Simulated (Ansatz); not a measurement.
A made-up structure of CH5AlN (charge +1), closed shell:

| atom | x (Å) | y (Å) | z (Å) |
| --- | --- | --- | --- |
| N1 | -0.4034 | 0.8027 | -0.6440 |
| C2 | -0.2654 | 0.4353 | 0.4694 |
| Al3 | 0.5815 | -1.1009 | 0.3855 |
| H4 | -0.1015 | 0.3508 | -1.5955 |
| H5 | -0.8150 | 1.5540 | -0.6482 |
| H6 | -0.6312 | 1.0046 | 1.4149 |
| H7 | 0.9408 | -1.5913 | -1.1948 |
| H8 | 0.6942 | -1.4552 | 1.8129 |

It is relaxed with PBE-D4/def2-SVP and then PBE0-D4/def2-TZVP (Ansatz 0.2.0). Atoms count as bonded within 1.22 times the sum of their covalent radii (H–H: 0.88 Å). The end point is not checked to be a true minimum.

Question: Does its bonding change? (Judge from chemistry; the calculation decides.)

Answer: The calculation gives: No: no bond forms or breaks.

Where it ends: The first stage lowers the energy by 3.48 eV in 9 steps. It ends as CH₅AlN ([NH2][CH][AlH2]), total charge +1:
```json
{"atom": "N1", "x (Å)": "-0.5128", "y (Å)": "1.0121", "z (Å)": "-0.7373"}
{"atom": "C2", "x (Å)": "-0.2811", "y (Å)": "0.4713", "z (Å)": "0.3988"}
{"atom": "Al3", "x (Å)": "0.7051", "y (Å)": "-1.3411", "z (Å)": "0.5255"}
{"atom": "H4", "x (Å)": "-0.2194", "y (Å)": "0.5667", "z (Å)": "-1.6043"}
{"atom": "H5", "x (Å)": "-0.9950", "y (Å)": "1.9027", "z (Å)": "-0.8429"}
{"atom": "H6", "x (Å)": "-0.6499", "y (Å)": "1.0561", "z (Å)": "1.2440"}
{"atom": "H7", "x (Å)": "1.0260", "y (Å)": "-1.7722", "z (Å)": "-0.9499"}
{"atom": "H8", "x (Å)": "0.9272", "y (Å)": "-1.8957", "z (Å)": "1.9662"}
```

Labels in which every atom is bracketed show which atoms are joined, not bond orders.

For scale, one of the runs: PBE0-D4/def2-TZVP relaxation, 129 basis functions, launched by `ansatz run in.yaml --threads 2 --pin off --events-out ev --progress --plain --max-ram 4352MiB`. Hardware: 2 CPU threads of an Arm Neoverse V2, shared host. Wall time about 14 s.
